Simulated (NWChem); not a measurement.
# triplet SOF2 at 5 levels

Aim: a comparison of 5 runs (UCAM-B3LYP/aug-cc-pVDZ, UB3LYP/aug-cc-pVDZ, UBHLYP/aug-cc-pVDZ, UM06-2X/aug-cc-pVDZ, UPBE0/aug-cc-pVDZ) of triplet SOF2. 

The calculation is run with NWChem 7.3.0.

### 1 Starting point

The species is SOF2 (4 atoms), meant as a triplet with charge 0. SMILES of the parent species: `O=S(F)F`. The shape is that of a PBE0-D4/def2-TZVP optimisation. That shape belongs to the parent species and isn't relaxed for this state.

Bond lengths: O1–S2 1.419 Å, S2–F3 1.588 Å, S2–F4 1.588 Å. Angles: O1–S2–F3 106.5°, O1–S2–F4 106.4°, F3–S2–F4 93.0°.

### 2 A single-point energy at UCAM-B3LYP/aug-cc-pVDZ (run 1)

File run.py:

```python
from ase import Atoms
from ase.calculators.nwchem import NWChem

atoms = Atoms('OSFF', positions=[
    [0.932400, 0.066600, -1.017800],
    [-0.151300, -0.426200, -0.245700],
    [-1.124400, 0.804200, 0.000400],
    [0.343300, -0.444600, 1.263100],
])

calc = NWChem(
    label='nw',
    theory='dft',
    memory='2200 mb',
    basis='aug-cc-pVDZ',
    basispar='spherical bse',
    dft={'xc': 'xcamb88 1.00 lyp 0.81 vwn_5 0.19 hfexch 1.00', 'cam': '0.33 cam_alpha 0.19 cam_beta 0.46', 'mult': '3', 'grid': 'fine', 'convergence': 'energy 1e-08', 'direct': None, 'iterations': '100', 'mulliken': None, 'print': 'low'},
    task='energy',
)
atoms.calc = calc

e = atoms.get_potential_energy()
print(f"E = {e:.6f} eV")
```

Run with:

```
$ export ASE_NWCHEM_COMMAND="nwchem PREFIX.nwi > PREFIX.nwo"
$ python run.py
```

Log:

```text
E = -18308.765071 eV
```

The calculator wrote nw.nwi:

```
title "nw"

permanent_dir nw

scratch_dir nw

start nw

geometry units angstrom nocenter noautosym noautoz
  O  9.3240000000000001e-01 6.6600000000000006e-02 -1.0178000000000000e+00
  S  -1.5129999999999999e-01 -4.2620000000000002e-01 -2.4570000000000000e-01
  F  -1.1244000000000001e+00 8.0420000000000003e-01 4.0000000000000002e-04
  F  3.4329999999999999e-01 -4.4460000000000000e-01 1.2630999999999999e+00
end

memory 2200 mb

basis spherical bse noprint
   * library aug-cc-pVDZ
end

dft
  xc xcamb88 1.00 lyp 0.81 vwn_5 0.19 hfexch 1.00
  cam 0.33 cam_alpha 0.19 cam_beta 0.46
  mult 3
  grid fine
  convergence energy 1e-08
  direct
  iterations 100
  mulliken
  print low
end

task dft energy
```

nw.nwo:

```text
Northwest Computational Chemistry Package (NWChem) 7.3.0
             --------------------------------------------------------

           Job information
           ---------------

    nwchem branch   = 7.3.0
    use scalapack   = T
    input           = nw.nwi
    prefix          = nw.
    data base       = nw/nw.db
    status          = startup
    nproc           =        1

           Memory information
           ------------------

[... 5 lines left out ...]
    hardfail = no
[... 37 lines left out ...]
            Nuclear Dipole moment (a.u.)
[... 88 lines left out ...]
         Total DFT energy =     -672.834711706170
[... 1 line left out ...]
           Coulomb energy =      503.602596912750
[... 1 line left out ...]
 Nuclear repulsion energy =      193.929531180000
[... 42 lines left out ...]
    Atom       Charge   Shell Charges
 -----------   ------   -------------------------------------------------------
    1 O    8     0.60   0.00  0.01 -0.00  0.01  0.43  0.11  0.00  0.00  0.05
    2 S   16     0.96  -0.00 -0.00  0.05  0.04  0.02  0.00  0.40  0.14  0.04  0.15  0.13
    3 F    9     0.22   0.00  0.01 -0.00  0.02  0.16  0.01  0.01  0.00  0.02
    4 F    9     0.22   0.00  0.01 -0.00  0.02  0.16  0.01  0.01  0.00  0.02

     --------------------------
     Expectation value of S2:
     --------------------------
      <S2> =      2.0118 (Exact =     2.0000)

 Task  times  cpu:      136.1s     wall:      136.1s
 Total times  cpu:      136.1s     wall:      136.1s
```

Wall time 2.3 min (1 thread of Intel Xeon Platinum 8259CL at 2.50GHz (Skylake/Cascade Lake), shared host); peak memory 0.11 GiB.

### 3 A single-point energy at UB3LYP/aug-cc-pVDZ (run 2)

File f2os.nw:

```
start f2os
title "F2OS B3LYP"
memory stack 880 mb heap 220 mb global 1100 mb

geometry units angstroms noautosym nocenter noautoz
  O     0.932400    0.066600   -1.017800
  S    -0.151300   -0.426200   -0.245700
  F    -1.124400    0.804200    0.000400
  F     0.343300   -0.444600    1.263100
end

basis spherical bse
  * library aug-cc-pVDZ
end

dft
  xc b3lyp
  mult 3
  grid fine
  convergence energy 1e-08
  iterations 100
  mulliken
end

task dft
```

Run with:

```
$ nwchem f2os.nw > f2os.out
```

Log:

```text
[...]
          Wavefunction type:  spin polarized.
          No. of atoms     :     4
          No. of electrons :    42
[...]
          Charge           :     0
          Spin multiplicity:     3
[...]
          AO basis - number of functions:    96
[...]
              XC Information
              --------------
                         B3LYP Method XC Potential
                     Hartree-Fock (Exact) Exchange  0.200
                        Slater Exchange Functional  0.800 local
                    Becke 1988 Exchange Functional  0.720 non-local
              Lee-Yang-Parr Correlation Functional  0.810
                  VWN I RPA Correlation Functional  0.190 local
[...]
 d= 0,ls=0.0,diis     1   -672.7149692441 -8.67D+02  1.67D-02  4.04D-01     6.1
[...]
 d= 0,ls=0.0,diis    13   -672.9048457637 -5.60D-10  1.37D-07  7.92D-11    59.3
[...]
         Total DFT energy =     -672.904845763654
      One electron energy =    -1315.294028281046
           Coulomb energy =      503.716192313785
    Exchange-Corr. energy =      -55.256540976393
 Nuclear repulsion energy =      193.929531180000
[...]
      Total Density - Mulliken Population Analysis
     ---------------------------------------------
    Atom       Charge   Shell Charges
 -----------   ------   -------------------------------------------------------
    1 O    8     8.43   2.01  0.87  1.03  0.15  2.79  1.50  0.05  0.02  0.03
    2 S   16    14.77   2.00  2.04  0.98  0.43 -0.03  6.01  2.14  0.57  0.06  0.55  0.03
    3 F    9     9.40   2.01  0.91  1.05  0.09  3.31  1.91  0.10  0.00  0.02
    4 F    9     9.40   2.01  0.91  1.05  0.09  3.31  1.91  0.10  0.00  0.02
[...]
      <S2> =      2.0086 (Exact =     2.0000)
[...]
```

It took 60 s on 1 thread of Intel Xeon Platinum 8259CL at 2.50GHz (Skylake/Cascade Lake), shared host; peak memory 0.11 GiB.

Runs 3 to 4 aren't shown in full; the table further down has their settings and results.

### 4 A single-point energy at UPBE0/aug-cc-pVDZ (run 5)

File job.nw:

```
start job
title "F2OS"
memory 2200 mb

geometry noautosym nocenter noautoz
  O     0.932400    0.066600   -1.017800
  S    -0.151300   -0.426200   -0.245700
  F    -1.124400    0.804200    0.000400
  F     0.343300   -0.444600    1.263100
end

basis spherical bse
  * library aug-cc-pVDZ
end

dft
  xc pbe0
  mult 3
  grid fine
  convergence energy 1e-08
  iterations 100
  mulliken
  noprint "final vectors analysis"
end

task dft energy
```

Run with:

```
$ nwchem job.nw > job.out
```

Log:

```text
[...]
          Wavefunction type:  spin polarized.
          No. of atoms     :     4
          No. of electrons :    42
[...]
          Charge           :     0
          Spin multiplicity:     3
[...]
          AO basis - number of functions:    96
[...]
              XC Information
              --------------
                         PBE0 Method XC Functional
                     Hartree-Fock (Exact) Exchange  0.250
          PerdewBurkeErnzerhof Exchange Functional  0.750
            Perdew 1991 LDA Correlation Functional  1.000 local
           PerdewBurkeErnz. Correlation Functional  1.000 non-local
[...]
 d= 0,ls=0.0,diis     1   -672.3017104424 -8.66D+02  1.60D-02  3.99D-01     6.7
[...]
 d= 0,ls=0.0,diis    13   -672.4933422228 -1.07D-09  1.61D-07  8.73D-11    59.9
[...]
         Total DFT energy =     -672.493342222845
      One electron energy =    -1315.304321761126
           Coulomb energy =      503.720305158310
    Exchange-Corr. energy =      -54.838856800029
 Nuclear repulsion energy =      193.929531180000
[...]
      Total Density - Mulliken Population Analysis
     ---------------------------------------------
    Atom       Charge   Shell Charges
 -----------   ------   -------------------------------------------------------
    1 O    8     8.47   2.01  0.87  1.04  0.14  2.77  1.55  0.04  0.02  0.03
    2 S   16    14.73   2.00  2.04  0.96  0.44 -0.03  6.01  2.11  0.57  0.06  0.57  0.01
    3 F    9     9.40   2.01  0.90  1.05  0.08  3.30  1.95  0.09  0.00  0.02
    4 F    9     9.40   2.01  0.90  1.05  0.08  3.30  1.95  0.09  0.00  0.02
[...]
      <S2> =      2.0104 (Exact =     2.0000)
[...]
```

Wall time 61 s (1 thread of Intel Xeon Platinum 8259CL at 2.50GHz (Skylake/Cascade Lake), shared host); peak memory 0.11 GiB.

### 5 Overview of the runs

| run | level | energy (Eh) | ⟨S²⟩ | wall time |
| --- | --- | --- | --- | --- |
| 1 | UCAM-B3LYP/aug-cc-pVDZ | -672.834712 | 2.012 | 2.3 min |
| 2 | UB3LYP/aug-cc-pVDZ | -672.904846 | 2.009 | 60 s |
| 3 | UBHLYP/aug-cc-pVDZ | -672.770287 | 2.023 | 64 s |
| 4 | UM06-2X/aug-cc-pVDZ | -672.768789 | 2.012 | 67 s |
| 5 | UPBE0/aug-cc-pVDZ | -672.493342 | 2.010 | 61 s |

### 6 What came out

| quantity | value |
| --- | --- |
| run 5: total energy | -672.49334 Eh |
| run 5: dipole moment | 0.96 D |
| run 5: ⟨S²⟩ | 2.010 |

In words: Over runs 2, 3, 4, 5 the dipole moment (its size) runs from 0.93 D (UBHLYP/aug-cc-pVDZ) to 0.99 D (UM06-2X/aug-cc-pVDZ). Totals of different functionals can't be ranked against each other. All runs together took 6.5 min, the longest 2.3 min.
